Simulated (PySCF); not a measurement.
# Computed spin Hamiltonian

Species: C2H3O2 (doublet state).
SMILES with atom numbers: `[CH2:1][O:2][CH:3]=[O:4]` (hydrogens: H5, H6 on C1; H7 on C3)

Geometry (PBE0-D3(BJ)/def2-SVP, Å), atoms numbered from 1 in this order:
```
atom  x, y, z in Å
C1    -1.129   -0.207   -0.122
O2     0.087   -0.713    0.193
C3     1.119    0.137    0.367
O4     1.055    1.325    0.266
H5    -1.240    0.871   -0.222
H6    -1.908   -0.954   -0.250
H7     2.024   -0.450    0.614
```

The hyperfine couplings belong to this conformer and change with its torsions.

Computed, not measured: PySCF 2.14.0, UKS B3LYP, IGLO-III on C O, pcH-1 on H, non-relativistic, mean-field spin-orbit, GIAO. Geometry: PBE0-D3(BJ)/def2-SVP, one conformer, isolated molecule. The SCF solution wasn't tested for stability.

```
g1, g2, g3                      : 2.00214, 2.00265, 2.00371
g_iso                           : 2.00284
Form of g                       : rhombic: the two nearest values differ by 32 % of g3 − g1
⟨S²⟩                            : 0.7543 (exact 0.7500)
α and β electrons               : 16, 15
HOMO–LUMO gap, α and β orbitals : 5.29, 6.13 eV
Total energy                    : -228.49853 Eh
```

Isotropic coupling and dipolar principal values T1 to T3, in 10⁻⁴ cm⁻¹ (1 × 10⁻⁴ cm⁻¹ = 2.998 MHz):

| atom | isotope | a_iso | T1 | T2 | T3 | Mulliken spin population |
| --- | --- | --- | --- | --- | --- | --- |
| C1 | 13C | 28.3 | -26.3 | -25.4 | 51.7 | 1.02 |
| O2 | 17O | -2.2 | -8.6 | 4.0 | 4.6 | -0.01 |
| C3 | 13C | 1.5 | -1.8 | -1.0 | 2.8 | 0.04 |
| O4 | 17O | -1.1 | -5.5 | 2.5 | 2.9 | 0.06 |
| H5 | 1H | -22.6 | -12.0 | -0.1 | 12.1 | -0.05 |
| H6 | 1H | -22.6 | -12.4 | 0.0 | 12.5 | -0.05 |
| H7 | 1H | -3.0 | -1.6 | -0.8 | 2.3 | -0.01 |

The largest Mulliken spin population is on C1 (+1.02). The angles at C1 add up to 360.0°, so it is planar; its axial dipolar tensor and the negative couplings of its protons fit spin in a p orbital normal to that plane.

Axes: g1 is normal to the molecular plane and g3 points within 10° of the C1–H6 bond.

Under fast tumbling the dipolar parts average out, and these isotropic splittings remain: 1 × 1H (H5, I = 1/2, 2 lines) with 2.42 mT, 1 × 1H (H6, I = 1/2, 2 lines) with 2.42 mT and 1 × 1H (H7, I = 1/2, 2 lines) with 0.32 mT.

H5 and H6 aren't averaged: C1 is flat or nearly so (angle sum 360°), and its turn about the short C1–O2 bond (1.35 Å) is taken as slow.

The 17O coupling of O2 (-6.7 MHz) shows only in satellite lines or after enrichment, since that isotope makes up about 0.038 % of natural oxygen.

The 13C coupling of C1 (84.7 MHz) shows only in satellite lines or after enrichment, since that isotope makes up about 1.07 % of natural carbon.
